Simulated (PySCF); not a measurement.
Gas-phase reaction: 2 Si₂N + 6 H₂ + N₂ → 4 H₂SiNH

Energies from PySCF (xtb for GFN2), thermal terms from the rigid-rotor harmonic-oscillator model, ideal gas at 1 bar. † marks an energy on the PBE0/def2-TZVP geometry and frequencies; other levels use their own. Open shells (unrestricted): Si₂N (multiplicity 2, electronic degeneracy 4); the rest are closed-shell singlets. GFN2 has no spin-polarisation term. Spin-orbit splitting is ignored; it lowers the true energy and changes the entropy of Si₂N. H₂SiNH: computed as isolated molecules; such fragments, hydroxides, amides, oligomers or adducts are transient or little studied in the gas. The harmonic model lacks anharmonicity and excited electronic states, which grow with temperature; levels with a mode under 35 cm⁻¹ are left out.

```json
[
 {"level": "BLYP/def2-TZVP†", "ΔE electronic, kJ": "-110", "ΔH°(298 K), kJ": "-38", "ΔS°(298 K), J/K": "-510", "ΔG°(800 K), kJ": "388"},
 {"level": "GFN2-xTB", "ΔE electronic, kJ": "-1180", "ΔH°(298 K), kJ": "-1092", "ΔS°(298 K), J/K": "-515", "ΔG°(800 K), kJ": "-664"},
 {"level": "PBE/def2-SVP", "ΔE electronic, kJ": "-197", "ΔH°(298 K), kJ": "-130", "ΔS°(298 K), J/K": "-509", "ΔG°(800 K), kJ": "295"},
 {"level": "PBE0/def2-QZVP†", "ΔE electronic, kJ": "-245", "ΔH°(298 K), kJ": "-174", "ΔS°(298 K), J/K": "-510", "ΔG°(800 K), kJ": "253"},
 {"level": "r2SCAN/def2-TZVP†", "ΔE electronic, kJ": "-224", "ΔH°(298 K), kJ": "-153", "ΔS°(298 K), J/K": "-510", "ΔG°(800 K), kJ": "274"},
 {"level": "LDA/def2-TZVP†", "ΔE electronic, kJ": "-363", "ΔH°(298 K), kJ": "-291", "ΔS°(298 K), J/K": "-510", "ΔG°(800 K), kJ": "136"},
 {"level": "ωB97X-V/def2-TZVP†", "ΔE electronic, kJ": "-248", "ΔH°(298 K), kJ": "-177", "ΔS°(298 K), J/K": "-510", "ΔG°(800 K), kJ": "250"}
]
```
ΔH° is lowest at GFN2-xTB and highest at BLYP/def2-TZVP†. No reference value is set beside these.
